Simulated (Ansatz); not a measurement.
A run for Ansatz (an electronic-structure program): R-CAM-B3LYP/def2-TZVPPD on C2H6N2O2 (a complex). Files ending in .json are basis or fitting sets from the Basis Set Exchange.

Ansatz 0.2 input:
```yaml
crystal:
  periodic: [false, false, false]
  atoms:
    - {symbol: O, position_ang: [-1.14108700, 1.44521200, 0.00000000]}
    - {symbol: C, position_ang: [-0.06175400, 2.03094700, 0.00000000]}
    - {symbol: H, position_ang: [-0.01368700, 3.13016900, 0.00000000]}
    - {symbol: N, position_ang: [1.14108700, 1.43587700, 0.00000000]}
    - {symbol: H, position_ang: [1.21768600, 0.41652700, 0.00000000]}
    - {symbol: H, position_ang: [1.97144600, 2.00209500, 0.00000000]}
    - {symbol: O, position_ang: [1.14108700, -1.44521200, 0.00000000]}
    - {symbol: C, position_ang: [0.06175400, -2.03094700, 0.00000000]}
    - {symbol: H, position_ang: [0.01368700, -3.13016900, 0.00000000]}
    - {symbol: N, position_ang: [-1.14108700, -1.43587700, 0.00000000]}
    - {symbol: H, position_ang: [-1.21768600, -0.41652700, 0.00000000]}
    - {symbol: H, position_ang: [-1.97144600, -2.00209500, 0.00000000]}
basis:
  gaussian:
    orbitals: def2-TZVPPD.json
hamiltonian:
  xc: {name: CAM-B3LYP}
scf: {lower_state_search: off}
```

Output:

```
WARN ansatz: RAYON_NUM_THREADS=6 ignored (pool sized by the plan → 6); use --threads N
Functional definition: CAM-B3LYP
these checks for a lower state are left out or cut short: stability, starts, cluster_reference, orbital_swaps, neighbouring_geometries, increment
integrals: 0.38 GiB planned
1428 factors; their error is unknown
integrals: 0.42 GiB planned
466 factors; integrals over basis functions are off by at most 2.8e-5 eV
mean field: 3.15 GiB planned
mean field evaluation 1: about -9237.0257 eV, gradient 7.9e1 eV
mean field evaluation 2: about -9232.2020 eV, gradient 9.6e1 eV
mean field evaluation 4: about -9247.1788 eV, gradient 4.7e0 eV
mean field evaluation 8: about -9247.2165 eV, gradient 5.9e-2 eV
mean field evaluation 16: about -9247.2270 eV, gradient 7.4e-5 eV
mean field -9247.22701321 eV, -339.8293247399 hartree, gradient 4.5e-6 eV, S^2 0.000000; 0 other end points of the search recorded, 0 dependent functions left out
reference -9247.22716237 eV, -339.8293302213 hartree; 24, 24 occupied and 306, 306 virtual orbitals, 1428 factors
Total energy: -9247.22716237 eV, -339.8293302213 hartree
Checks for a lower state left out: stability, starts, cluster_reference, orbital_swaps, neighbouring_geometries, increment
```

The calculation finished and met its thresholds.

Cost: about 11 core-seconds (a rough figure).
